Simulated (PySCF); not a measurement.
**Removing an electron from phosphonium**

Phosphonium, PH₄ (charge +1).
Numbering: `[PH4+:1]` (hydrogens: H2, H3, H4, H5 on P1)

Geometry (PBE0-D3(BJ)/def2-SVP, Å), atoms numbered from 1 in this order:
```xyz
5
PH4 angstrom
P      0.003    0.001   -0.007
H     -0.753   -0.881   -0.803
H      0.342   -0.633    1.205
H     -0.755    1.157    0.264
H      1.180    0.361   -0.693
```

Level: B3LYP/def2-SVPD (PySCF). Frontier orbitals with their largest atomic shares (Löwdin; up to four atoms above 4 %):

```csv
orbital,ε (eV),main atoms
HOMO−3,-26.16,"P1 47 %, H2 13 %, H4 13 %, H3 13 %"
HOMO−2,-18.88,?
HOMO−1,-18.88,?
HOMO,-18.88,?
LUMO,-6.19,"P1 56 %, H4 15 %, H2 12 %, H5 8 %"
LUMO+1,-6.19,"P1 56 %, H5 16 %, H2 10 %, H3 9 %"
LUMO+2,-6.19,"P1 56 %, H3 16 %, H2 10 %, H4 9 %"
```

Problem. What vertical ionisation energy does ΔSCF give, and how far is −ε(HOMO) from it?

Solution. ΔSCF: 22.10 eV (2133 kJ/mol; threshold wavelength 56.1 nm); ⟨S²⟩ of the doublet left behind is 0.758, against 0.75 for a pure doublet. −ε(HOMO) is 18.88 eV, 3.22 eV below it. For the exact functional −ε(HOMO) would equal the first vertical ionisation energy; B3LYP (global hybrid, 20 % exact exchange) falls short of its own ΔSCF value by 15 %. Holes in the HOMO−1 and HOMO−2 were tried too where these lie within 1.2 eV of the HOMO; the lowest converged state counts.

Problem. On which atoms does the HOMO lie?

Solution. HOMO: P1 49 %, H4 28 %, H2 16 %, H5 4 %; HOMO−1: P1 49 %, H5 30 %, H2 13 %; HOMO−2: P1 49 %, H3 32 %, H2 9 %, H4 6 %. These 3 orbitals lie within 0.02 eV of one another; within a degenerate set any mixture serves as well, and the shares of a single orbital can change with the mixture. The HOMO−3 lies 7.28 eV lower.

Problem. And the vertical electron affinity, the fundamental gap, Mulliken's electronegativity and the hardness (with the factor ½)?

Solution. EA = 3.77 eV by ΔSCF (−ε(LUMO) = 6.19 eV). IE − EA = 18.33 eV against an orbital gap of 12.69 eV; (IE + EA)/2 = 12.94 eV; (IE − EA)/2 = 9.17 eV.

Problem. How many of the 10 lowest singlet excitations (vertical TDDFT, same level) lie below the ionisation energy?

Solution. All 10; they run from 11.11 to 12.69 eV.

Problem. What total energies stand behind the ΔSCF value?

Solution. E(N) = -343.36461 Eh and E(N − 1) = -342.55235 Eh at the same geometry, 0.81226 Eh apart. With one more electron, E(N + 1) = -343.50303 Eh.

Problem. The lowest singlet excitation (vertical TDDFT, same level) lies at 11.11 eV. How far is it below IE − EA?

Solution. IE − EA = 18.33 eV, so by 7.22 eV.

Problem. What kinetic energy would electrons from this vertical process carry with 118.2 nm light (10.49 eV)?

Solution. The photon is 11.61 eV short of the vertical value.

Isolated species at its PBE0-D3(BJ)/def2-SVP geometry, gas phase.
